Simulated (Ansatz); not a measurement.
**What a trial cell of SnMo₂ relaxes into**

Computed with Ansatz 0.2.0, DFT PBE, scalar-relativistic, plane waves, PAW. Cutoff 420 eV, Γ-centred k mesh, Gaussian smearing, no spin polarisation in the final step.

The start puts SnMo₂ on the sites of a reported Li2Pt cell (P6/mmm, No. 191), with Sn in place of Pt, Mo in place of Li, at a guessed volume.

```
Sn Mo
1.0
     4.66213    0.00000    0.00000
    -2.33106    4.03752    0.00000
     0.00000    0.00000    2.96367
Sn Mo
1 2
Direct
  0.00000 0.00000 0.00000
  0.33333 0.66667 0.50000
  0.66667 0.33333 0.50000
```

Cell and atoms relax at zero pressure; the relaxation can't lower the symmetry of the start. After a coarse first stage the cell is made exact in the group found at 0.06 Å.

Formation energies are uncorrected and refer to the elements' standard structures at the same level.

What does it relax into?

It keeps P6/mmm (No. 191). Conventional cell: a = 4.510 Å, c = 3.069 Å. Sn is coordinated by 12 Mo at 3.02 Å and 2 Sn at 3.07 Å; Mo has 3 Mo at 2.60 Å, 6 Sn at 3.02 Å and 2 Mo at 3.07 Å.

```
Sn Mo
1.0
     4.51048    0.00000    0.00000
    -2.25524    3.90619    0.00000
     0.00000    0.00000    3.06932
Sn Mo
1 2
Direct
  0.00000 0.00000 0.00000
  0.33333 0.66667 0.50000
  0.66667 0.33333 0.50000
```

What are its volume, energy, density and gap?

The volume per atom is 18.03 Å³. The density is 9.54 g/cm³, the energy over the elements is 0.53 eV/atom and the gap on the 12×12×16 mesh is 0 eV (a metal).

The final run used a 12×12×16 mesh on its 3-atom cell and 0.10 eV smearing. The k mesh leaves about 4 meV/atom of noise in metals. A structure relaxed within its symmetry needn't be a true minimum.

Cost: 3 runs of about 1.5 core-minutes in all, on Arm Neoverse V2 (shared hosts).